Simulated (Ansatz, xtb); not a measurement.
System: singlet methylene, CH2, charge 0, multiplicity 1. 
Structure (B3LYP-D3(BJ)/def2-TZVP (Ansatz, an electronic-structure program) minimum search):
```xyz
3

C      0.0073     0.0003     0.1749
H     -0.0104     0.8611    -0.5267
H     -0.0333    -0.8629    -0.5227
```

Harmonic wavenumbers from GFN2-xTB (xtb, at its own minimum), cm⁻¹: 1359, 2858, 2922.

Give the harmonic wavenumbers at B3LYP-D3(BJ)/def2-TZVP (Ansatz, finite differences of forces, unscaled).

1402, 2906, 2971 cm⁻¹. Zero-point energy 10.4 kcal/mol.

From these and the geometry, give the ideal-gas thermochemistry at 298.15 K and 1 atm (rigid rotor, harmonic oscillator).

Point group C2v, rotational symmetry number 2. Rotational constants 597, 337.3, 215.5 GHz. S(trans) 33.86, S(rot) 11.30, S(vib) 0.02, S(elec, spin only) 0.00, S 45.2 cal/(mol K). H(298) - H(0) 2.37 kcal/mol; G - E(el) -0.7 kcal/mol.
